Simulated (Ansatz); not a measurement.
**C₃H₅FO₂: a ladder of functionals and wavefunction methods**

An exercise on one series of results from a longer session: the logs are not shown, and one member is left open.

Computed with Ansatz 0.2.0, Gaussian basis. Level: functionals in def2-TZVPP, the program's frozen cores in correlated methods.

The runs, in order: PBE-D4, r2SCAN-D4, PBE0-D4, B3LYP-D4, ωB97X-V, ωB97M-V, B2PLYP; CCSD(T)/def2-TZVPP; MP2/def2-QZVPP; extrapolation to the limit.

### The relaxed structure

All runs share one geometry, relaxed beforehand with PBE0-D4 in a triple-zeta def2 set.

SMILES `C=C(O)OCF`, 11 atoms, charge 0, spin multiplicity 1.

Atoms are counted from 1 here; the program's logs count them from 0.

Bond lengths: C1–C2 1.331 Å, C1–H7 1.078 Å, C1–H8 1.079 Å, C2–O3 1.340 Å, C2–O4 1.351 Å, O3–H9 0.963 Å, O4–C5 1.395 Å, C5–F6 1.351 Å, C5–H10 1.096 Å, C5–H11 1.096 Å. Angles: C2–C1–H7 122.1°, C2–C1–H8 118.9°, H7–C1–H8 119.0°, C1–C2–O3 122.9°, C1–C2–O4 127.0°, O3–C2–O4 110.1°, C2–O3–H9 108.2°, C2–O4–C5 117.0°, O4–C5–F6 106.1°, O4–C5–H10 110.4°, O4–C5–H11 110.4°, F6–C5–H10 109.1°, F6–C5–H11 109.1°, H10–C5–H11 111.6°.

The first run:

File in.yaml:

```yaml
crystal:
  periodic: [false, false, false]
  atoms:
    - {symbol: C, position_ang: [-0.039730, -1.495764, 0.048664]}
    - {symbol: C, position_ang: [-0.157146, -0.385303, 0.773506]}
    - {symbol: O, position_ang: [-0.423925, -0.397609, 2.086902]}
    - {symbol: O, position_ang: [-0.034463, 0.886948, 0.336045]}
    - {symbol: C, position_ang: [0.238411, 1.066898, -1.020539]}
    - {symbol: F, position_ang: [0.303919, 2.402505, -1.215476]}
    - {symbol: H, position_ang: [0.176968, -1.470717, -1.006910]}
    - {symbol: H, position_ang: [-0.165106, -2.451374, 0.533551]}
    - {symbol: H, position_ang: [-0.465498, 0.514341, 2.394120]}
    - {symbol: H, position_ang: [1.204391, 0.618868, -1.278414]}
    - {symbol: H, position_ang: [-0.572420, 0.654106, -1.630849]}
basis:
  gaussian: {orbitals: def2-TZVPP}
hamiltonian: {xc: pbe, dispersion: d4}
output: {forces: true, orbitals: {seedname: orbitals}}
```

On the command line:

```console
$ ansatz run in.yaml --threads 4 --pin off --events-out ev --progress --plain --max-ram 10444MiB
```

Steps of the session up to this table: PBE-D4 (GGA); r2SCAN-D4 (meta-GGA); PBE0-D4 (hybrid); B3LYP-D4 (hybrid); ωB97X-V (range-separated); ωB97M-V (range-separated); B2PLYP (double hybrid); CCSD(T) in def2-TZVPP; MP2 in def2-QZVPP.

One table of the session follows, with a row left open; its other results are not shown here.

It belongs to the step «Atomisation energies». 

| method | atomisation energy (kcal/mol) |
| --- | --- |
| PBE-D4 | 1111.3 |
| r2SCAN-D4 | 1077.4 |
| PBE0-D4 | ? |
| B3LYP-D4 | 1069.7 |
| ωB97X-V | 1072.9 |
| ωB97M-V | 1075.5 |
| B2PLYP | 1060.4 |
| HF/def2-TZVPP | 742.5 |
| MP2/def2-TZVPP | 1072.6 |
| CCSD/def2-TZVPP | 1021.0 |
| CCSD(T)/def2-TZVPP | 1041.4 |
| MP2/CBS | 1102.0 |
| CCSD(T)/CBS | 1070.8 |

Q: Estimate the row for PBE0-D4 from the others.

The run gave: atomisation energy (kcal/mol): 1078.1. In the column «atomisation energy (kcal/mol)» it lies between r2SCAN-D4 (1077.4) and MP2/CBS (1102.0).

To keep in mind: Free atoms (3 C, 2 O, 1 F, 5 H) were run apart at each level; the atomisation energy is their sum less the molecule, without zero-point or spin-orbit terms.
